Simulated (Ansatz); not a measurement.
Relaxation of CH4S (6 atoms, charge 0, multiplicity 1), to a largest force component of 0.02 eV/Å in at most 50 steps.

These are results of Ansatz, RKS PBE0-D4/6-31G*, not measurements.

```xyz
6
Properties=species:S:1:pos:R:3
C -0.148 -0.292 -0.384
S 0.566 0.045 1.257
H -1.178 0.051 -0.413
H -0.112 -1.369 -0.518
H 0.446 0.197 -1.150
H 0.424 1.368 1.207
```

**Question.** Where does it end, and by what steps?

**Answer.** The run converged. After 3 steps the energy has fallen by 0.012 eV; H6 moved furthest, 0.03 Å.

```json
{"step": "0", "energy less start (eV)": "0.0000", "largest force component (eV/Å)": "0.441", "accepted": "yes"}
{"step": "1", "energy less start (eV)": "-0.0110", "largest force component (eV/Å)": "0.185", "accepted": "yes"}
{"step": "2", "energy less start (eV)": "-0.0120", "largest force component (eV/Å)": "0.064", "accepted": "yes"}
{"step": "3", "energy less start (eV)": "-0.0121", "largest force component (eV/Å)": "0.016", "accepted": "yes"}
```

```xyz
6
Properties=species:S:1:pos:R:3
C -0.145 -0.284 -0.376
S 0.569 0.043 1.263
H -1.187 0.039 -0.434
H -0.111 -1.367 -0.516
H 0.438 0.186 -1.171
H 0.436 1.383 1.235
```

Whether the end is a true minimum wasn't checked by a vibrational analysis.

Time of the run: 11 s on 1 thread of Intel(R) Xeon(R) Processor @ 2.50GHz (Skylake/Cascade Lake) (shared host), peak memory 0.11 GiB.
